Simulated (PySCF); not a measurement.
# BC: script and output

The script input.py:

```python
from pyscf import gto, scf, mp

mol = gto.M(
    atom='B 0 0 0; C 0 0 1.373',
    basis='6-31g*',
    charge=0,
    spin=3,
    verbose=3,
)
mf = scf.UHF(mol)
mf = mf.density_fit(auxbasis='def2-universal-jkfit')
mf.kernel()
mp.MP2(mf, frozen=2).kernel()
mf.dip_moment()
print('orbital energies (hartree):', [e[max(0, n-3):n+3].round(4) for e, n in zip(mf.mo_energy, mol.nelec)])
```

```bash
$ OMP_NUM_THREADS=1 python input.py
```

Output (some set-up lines and the per-cycle HOMO/LUMO lines with their warnings removed):

```
converged SCF energy = -62.3136213730216  <S^2> = 3.7529318  2S+1 = 4.0014656
E(DFUMP2) = -62.4337957981177  E_corr = -0.120174425096142
E(SCS-DFUMP2) = -62.4269386065486  E_corr = -0.113317233527075
Dipole moment(X, Y, Z, Debye): -0.00000,  0.00000, -2.32794
orbital energies (hartree): [array([-0.4283, -0.4283, -0.4244,  0.1255,  0.1255,  0.312 ]), array([-7.6356, -0.7879, -0.3946,  0.0431,  0.0431,  0.0594])]
```

In short: E(SCF) = -62.313621 Eh, E(MP2) − E(SCF) = -0.12017 Eh, ⟨S²⟩ = 3.753, μz(SCF) = -2.33 D.

It ran on AMD EPYC 7R43 64-Core (1 thread, shared host) in 1.8 s.

The bond length is a typed value, not an optimised one. No search for the lowest solution was made.
